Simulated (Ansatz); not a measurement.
Working through a composite energy at a relaxed geometry of HO (charge -1)

With Ansatz's Python interface.

At the Python prompt:
```pycon
>>> import ansatz as az
>>> from ase import Atoms
>>> import numpy as np
>>> BASIS_SET = "def2-SVP"
>>> FUNCTIONAL = "b3lyp"
>>> CHARGE = -1
>>> atoms = Atoms(["O", "H"], positions=[
...     (0.41858, -0.13401, 0.21595),
...     (-0.41858, 0.13401, -0.21595),
... ])
>>> molecule = az.Crystal.molecule_from_ase(atoms)
>>> job = (
...     molecule.calculation()
...     .basis(gaussian=BASIS_SET)
...     .functional(FUNCTIONAL)
...     .charge(CHARGE)
... )
>>> symbols = [site.symbol for site in molecule.cartesian_sites]
>>> start = np.array([site.position_ang for site in molecule.cartesian_sites], dtype=float)
>>> report = job.relax(force_tolerance=0.01, max_steps=100).run(threads=1, pin="off").report
>>> end = np.array(report["positions_ang"])
>>> print("final positions (A) and the move of each atom")
final positions (A) and the move of each atom
>>> for symbol, xyz, old in zip(symbols, end, start):
...     print(f"{symbol:2s} {xyz[0]:10.5f} {xyz[1]:10.5f} {xyz[2]:10.5f}   {np.linalg.norm(xyz - old):7.4f}")
...
O     0.42243   -0.13524    0.21794    0.0045
H    -0.42243    0.13524   -0.21794    0.0045
>>> minimum = az.Crystal.molecule()
>>> for symbol, place in zip(symbols, end):
...     minimum = minimum.atom(symbol, place.tolist())
...
>>> at_minimum = minimum.calculation().charge(CHARGE)
>>> # MP2 extrapolated to the basis limit, plus the small-basis difference CCSD(T) - MP2
>>> level = lambda method, basis: at_minimum.basis(gaussian=basis).correlation(method).run(threads=1, pin="off").report
>>> small, large, cluster = level("mp2", "cc-pVDZ"), level("mp2", "cc-pVTZ"), level("ccsd_t", "cc-pVDZ")
>>> corr = lambda each: (each["free_energy_ev"] - each["reference_energy_ev"]) / 27.211386246
>>> mp2_limit = (27 * corr(large) - 8 * corr(small)) / 19
>>> pieces = {"HF / cc-pVTZ": large["reference_energy_ev"] / 27.211386246, "MP2 correlation, DZ-TZ limit": mp2_limit, "CCSD(T) - MP2 / cc-pVDZ": corr(cluster) - corr(small)}
>>> for name, value in pieces.items():
...     print(f"{name:32s} {value:14.6f} Ha")
...
HF / cc-pVTZ                         -75.381579 Ha
MP2 correlation, DZ-TZ limit          -0.295087 Ha
CCSD(T) - MP2 / cc-pVDZ               -0.009870 Ha
>>> print(f"{'sum':32s} {sum(pieces.values()):14.6f} Ha")
sum                                  -75.686537 Ha
>>> print("T1 diagnostic", round(cluster["correlation"]["coupled_cluster"]["t1_diagnostic"], 4))
T1 diagnostic 0.005
```

Total energies depend on the basis set; only differences at equal settings carry meaning. The sum leaves out core correlation, relativity, the Hartree-Fock basis error and zero-point energy; a DZ-TZ extrapolation is rough. b3lyp holds the VWN-RPA fit, as in Gaussian; the form of ORCA and Turbomole is b3lyp5. Inner cores stay frozen, so this is valence correlation. An extrapolation from small basis sets is rough. Anions want diffuse functions, which this basis lacks. Timing: 1.4 s on 1 thread of Arm Neoverse V1 (shared host), peak memory 0.15 GiB.
